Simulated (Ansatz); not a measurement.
Q: Name a neutral molecule of C and H with HOMO energy (PBE/def2-TZVPP) between -7.30 and -7.00 eV and LUMO energy (ωB97M-V/def2-TZVPP) between 3.00 and 3.30 eV (Ansatz, PBE0-D4/def2-TZVP geometry).

A: `C1CC1` (-7.07 eV, 3.18 eV). Other molecules can fit too; these were computed, each in one conformer that needn't be the lowest.
